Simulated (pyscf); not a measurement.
PySCF, gas phase, ωB97X-D3(BJ)/def2-SVP geometries. MP2 and CC: frozen core, UHF for open shells. ΔMP2 is the change of the MP2 total energy from the triple- to the quadruple-zeta basis.

SMILES: [NH2][InH][F]
```xyz
6

N      0.1284    -0.9770    -0.3947
In     1.2850     0.3458     0.5511
F      2.2581    -0.5873     1.9826
H     -0.3727    -0.7949    -1.2558
H      0.1899    -1.9692    -0.1955
H      1.5269     2.0166     0.3931
```

**Question.** How much does it cost (ΔH, 298 K, CCSD(T)/def2-TZVPP + ΔMP2(QZVPP)) to split H₂N–InH–F at its F–In bond into [H₂N–InH]• + F•?

**Answer.** F–In to [H₂N–InH]• + F•: 118.1 kcal/mol. The radicals are drawn with the spin at the cut bond; how far it spreads was not checked. Other isomers of [H₂N–InH]• were not searched in full and may lie lower. The CCSD(T) − MP2 part came from Ansatz, without density fitting, on the same reference. The frozen core leaves the outer d or s,p core shells of the metals and heavy elements correlated in the MP2 and CC values, and def2-TZVPP describes them poorly, which can shift differences by a few kcal/mol. Left out: the spin-orbit lowering of F. Elements past Kr carry the def2 core potentials, without spin-orbit coupling.
